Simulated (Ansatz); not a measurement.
We consider rhombohedral A7 Sb, described by LDA (plane waves, PAW; Ansatz, a first-principles code).

Output (set-up and result lines):

```
Crystal: 2 atoms, lattice volume = 58.265 Å³
Basis set: ecut = 520 eV, 1543 PW (Γ), exchange–correlation on 72×72×72 points (8 copies of the dense FFT grid, shifted against one another)
Bands: 19, of which v1, the nominal top of the filled ones, is band 15 counted from 1 (14 counted from 0)
Symmetry: 12 space group operations
Space group: R-3m (ITA 166), of the structure as read, at distance tolerance 3.9e-5 Å
k-points: 417 of 4096
Functional: x = slater, c = lda
SCF iter   1: F=—  HF=-12671.648589 eV  |F-HF|=—  |Δ(HF+E_count)|=         —  Δρ=6.67e-3  dr2=1.11e-2
SCF iter   2: F=—  HF=-12671.643757 eV  |F-HF|=—  |Δ(HF+E_count)|=   4.83e-3  Δρ=3.69e-3  dr2=3.48e-3
  ...
SCF iter   8: F=—  HF=-12671.642358 eV  |F-HF|=—  |Δ(HF+E_count)|=   1.37e-8  Δρ=1.39e-6  dr2=1.25e-9
SCF iter   9: F=-12671.642358 eV  HF=-12671.642358 eV  |F-HF|=2.55e-11  |Δ(HF+E_count)|=  1.46e-11  Δρ=2.95e-7  dr2=1.20e-10
SCF 1 converged in 9 iterations: F = -12671.642358 eV  dr2 = 1.20e-10
SCF converged after 9 iterations
Free energy (F): -12671.642358 eV
Internal energy: -12671.640526 eV  (E = F + TS)
E sigma→0 (E₀):  -12671.641442 eV
Fermi energy:    10.217200 eV
--- Forces (eV/Å), atoms counted from 1 ---
  atom   1  Sb    -0.00313594    -0.00000000    -0.00103861
  atom   2  Sb     0.00313594     0.00000000     0.00103861
--- Stress (GPa, compression-positive) ---
       -0.010483       0.000000      -0.002484
        0.000000      -0.002984       0.000000
       -0.002484       0.000000      -0.003806
  P = ⅓ Tr σ = -0.0058 GPa (-0.058 kbar)
```

Problem. Write an input file that could have produced this run (the log leaves some choices open).

Solution. One answer among several that fit: 
Ansatz 0.2 input:
```yaml
crystal:
  lattice:
    - [3.8557199125, -2.1462743559, -0.0283497584]
    - [3.8557199125, 2.1462743559, -0.0283497584]
    - [2.6869501487, 0.0, 3.5005959866]
  atoms:
    - { symbol: Sb, position: [0.2362371444, 0.2362371444, 0.2362371444] }
    - { symbol: Sb, position: [0.7637628556, 0.7637628556, 0.7637628556] }
basis:
  ecutwfc: 520
  ecutrho_ratio: 4
  xc_grid: 2
kpoints:
  mp_grid: { grid: [16, 16, 16] }
hamiltonian:
  xc: lda
  dispersion: none
  pseudopotentials: { kind: paw }
scf:
  occupations: { method: fermi_dirac, width: 0.05 }
  convergence: { dr2_threshold: 0.0000000002 }
output:
  forces: true
  stress: true
  eigenvalues: true
```

The PAW data were made under PBE.

Note: LDA has no dispersion term either, though it tends to give short spacings of layers, chains or molecules.
